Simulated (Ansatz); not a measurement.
# CH2B: the cost of one run

Computed with Ansatz 0.2.0, Gaussian basis. Level: def2-QZVPP, all electrons in the functionals, frozen cores in the correlation of double hybrids and RPA.

The runs, in order: wB97M-V, B2PLYP, at charge 0, quartet; charge 0, doublet; charge 0, sextet; charge 1, triplet; charge 1, quintet.

**1. The geometry**

The geometry is a PBE0/def2-TZVP stationary point (not a proven minimum).

4 atoms, charge 0, spin multiplicity 4.

Atoms are counted from 1 here; the program's logs count them from 0.

Bond lengths: B1–C2 1.505 Å, C2–H3 1.092 Å, C2–H4 1.092 Å. Angles: B1–C2–H3 123.3°, B1–C2–H4 123.3°, H3–C2–H4 113.4°.

Coordinates:

```tsv
atom	x (Å)	y (Å)	z (Å)
B1	0.0000	0.0000	0.8988
C2	0.0000	0.0000	-0.6066
H3	0.0000	-0.9127	-1.2064
H4	0.0000	0.9127	-1.2064
```

No dispersion term is added; wB97M-V holds VV10 nonlocal correlation.

The geometry shown and the zero of energy belong to the point charge 0, quartet. The yardstick, UCCSD(T), and other wave-function levels (R restricted, U unrestricted, valence and pair active spaces) come from earlier runs.

**2. wB97M-V, charge 0, quartet**

The input, in.yaml:

```yaml
crystal:
  periodic: [false, false, false]
  atoms:
    - {symbol: B, position_ang: [0.000000, 0.000000, 0.898833]}
    - {symbol: C, position_ang: [0.000000, 0.000000, -0.606573]}
    - {symbol: H, position_ang: [0.000000, -0.912704, -1.206376]}
    - {symbol: H, position_ang: [0.000000, 0.912704, -1.206376]}
basis:
  gaussian: {orbitals: "def2-QZVPP.json"}
magnetization: {spin_polarized: true, initial_magnetization: 3}
hamiltonian: {xc: {name: wB97M-V}}
output: {orbitals: {seedname: orbitals}}
```

Run with:

```bash
$ ansatz run in.yaml --threads 1 --pin off --events-out ev --progress --plain --max-ram 2393MiB
```

**Question.** How long does this run take on 1 thread of Arm Neoverse V1, shared host, and how much memory does it need?

About 11 s, with a peak of 0.31 GiB.
